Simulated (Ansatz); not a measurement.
Basis-set extrapolation for C4H4O2 (`OC=C=C1CO1`) (PBE0-D4/def2-TZVP geometry, frozen core, Ansatz). Multiplicity 1, RHF reference.

```csv
,def2-TZVPP,def2-QZVPP
HF,-303.507580,-303.520940
MP2 correlation,-1.093110,-1.171193
CCSD(T) correlation,-1.163803,not run
```

Energies in hartree. Use E(X) = E(∞) + A·exp(−7.88·√X) for Hartree–Fock and E(X) = E(∞) + B·X^(−2.97) for correlation, with X = 3 and 4, and add CCSD(T) minus MP2 of the smaller set to the MP2 limit.

Question: What is the CCSD(T) energy at the basis-set limit?

Answer: HF limit: -303.520940 + (-0.013360) × 0.13774 = -303.52278. MP2 limit: -1.171193 + (-0.078083) × 0.74074 = -1.22903. Higher-order term: -1.163803 − (-1.093110) = -0.07069. Total: -304.82250 hartree, 396.8 kJ/mol below CCSD(T)/def2-TZVPP.
